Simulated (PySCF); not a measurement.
Basis-set dependence of population analyses: CH2F2

Compound: CH2F2.
Structure used (PBE0-D3(BJ)/def2-SVP), in Å, numbered top down from 1:
```xyz
5
CH2F2 angstrom
F     -0.4838    1.0833    0.4795
C     -0.0204   -0.0715   -0.0288
F      1.3180   -0.0043   -0.1312
H     -0.4510   -0.2201   -1.0350
H     -0.2879   -0.8979    0.6536
```

PBE0 throughout (PySCF), one geometry, spherical d and f functions. Geometry: PBE0-D3(BJ)/def2-SVP; no solvent, vibrations or thermal averaging. Atoms taken as equivalent share a column and are averaged.

Mulliken charges (e):

```tsv
basis	functions	F1/F3	C2	H4/H5
pcSseg-0	31	-0.372	+0.316	+0.214
cc-pVDZ	52	-0.209	+0.353	+0.033
pcSseg-1	61	-0.302	+0.420	+0.092
aug-cc-pVDZ	87	-0.376	+1.158	-0.203
cc-pVTZ	118	-0.188	+0.318	+0.029
IGLO-III	125	-0.240	+0.241	+0.119
pcSseg-3	282	-0.263	+0.422	+0.052
```

IAO charges (e):

```
      basis  functions   F1/F3      C2   H4/H5
   pcSseg-0         31  -0.275  +0.266  +0.142
    cc-pVDZ         52  -0.293  +0.321  +0.132
   pcSseg-1         61  -0.300  +0.325  +0.138
aug-cc-pVDZ         87  -0.305  +0.324  +0.143
    cc-pVTZ        118  -0.303  +0.328  +0.139
   IGLO-III        125  -0.306  +0.326  +0.143
   pcSseg-3        282  -0.307  +0.330  +0.142
```

Hirshfeld charges (e):

```tsv
basis	functions	F1/F3	C2	H4/H5
pcSseg-0	31	-0.113	+0.125	+0.051
cc-pVDZ	52	-0.101	+0.109	+0.046
pcSseg-1	61	-0.111	+0.117	+0.053
aug-cc-pVDZ	87	-0.109	+0.109	+0.055
cc-pVTZ	118	-0.106	+0.108	+0.051
IGLO-III	125	-0.110	+0.109	+0.055
pcSseg-3	282	-0.108	+0.107	+0.054
```

Task: Which scheme is steadiest as the basis changes?

Result: Largest range over the bases for any column: Hirshfeld 0.02 e, IAO 0.06 e, Mulliken 0.92 e. Hirshfeld charges move least and Mulliken charges most, counted in e.

Task: How much do the charges still move between the two largest bases, IGLO-III and pcSseg-3?

Result: At most, over all atoms: Mulliken 0.181 e, IAO 0.004 e, Hirshfeld 0.002 e.

Task: What do the same runs give for the total energy, the frontier levels and the dipole moment?

Result: 
```tsv
basis	energy (Eh)	HOMO (eV)	LUMO (eV)	μ (D)
pcSseg-0	-238.1823	-9.55	2.51	2.22
cc-pVDZ	-238.7551	-9.43	2.27	1.73
pcSseg-1	-238.7289	-9.72	1.73	1.92
aug-cc-pVDZ	-238.7807	-9.84	0.04	1.84
cc-pVTZ	-238.8402	-9.71	1.59	1.76
IGLO-III	-238.8584	-9.84	1.07	1.84
pcSseg-3	-238.8692	-9.86	0.50	1.84
```

The dipole is fixed by the density alone, so its range of 0.49 D shows that the density itself changes with the basis, not only its division among atoms.
